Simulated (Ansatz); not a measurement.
# Worked example: correlation energy of HB–CH2, quintet

Geometry: that of the HB–CH2, triplet, kept fixed. The triplet lies 7.0 eV lower here.

```xyz
5

B     0.0000   -0.1667    0.8218
C     0.0000    0.0690   -0.6707
H     0.0000    0.6438    1.6981
H     0.0000    1.0623   -1.1234
H     0.0000   -0.7400   -1.3974
```

Basis cc-pVDZ; Ansatz 0.2.0. Only valence electrons are correlated (noble-gas cores frozen), which leaves 10 electrons in 41 orbitals. R marks a restricted (for open shells ROHF) determinant, U an unrestricted one.

Full CI isn't at hand for all of this; UCCSDT(Q) serves as the reference, and is uncertain by about the last step of the cluster series.

Runs differ by some tens of microhartree through their thresholds and, for an open shell, their frozen cores, so steps under 0.03 kcal/mol mean nothing.

| level | total energy (hartree) |
| --- | --- |
| UHF | -63.946091 |
| UMP2 | -64.108259 |
| UCCSD | -64.142610 |
| UCCSD(T) | -64.148303 |
| UCCSDT | -64.149311 |
| UCCSDT(Q) | -64.149660 |

What is the correlation energy at UCCSDT(Q), and what share of it do UMP2 and UCCSDT recover?

E(corr) = -64.149660 − (-63.946091) = -0.203569 hartree = -5.539 eV. UMP2: -0.162168 / -0.203569 = 79.66 %. UCCSDT: -0.203220 / -0.203569 = 99.83 %.

By how many kcal/mol does UCCSD(T) miss UCCSDT(Q) (1 hartree = 627.509 kcal/mol), and which steps make up the rest?

-64.148303 − (-64.149660) = 0.001357 hartree = 0.85 kcal/mol. Steps: UCCSDT − UCCSD(T) = -0.63, UCCSDT(Q) − UCCSDT = -0.22 kcal/mol. Differences between like states or geometries often cancel part of this.
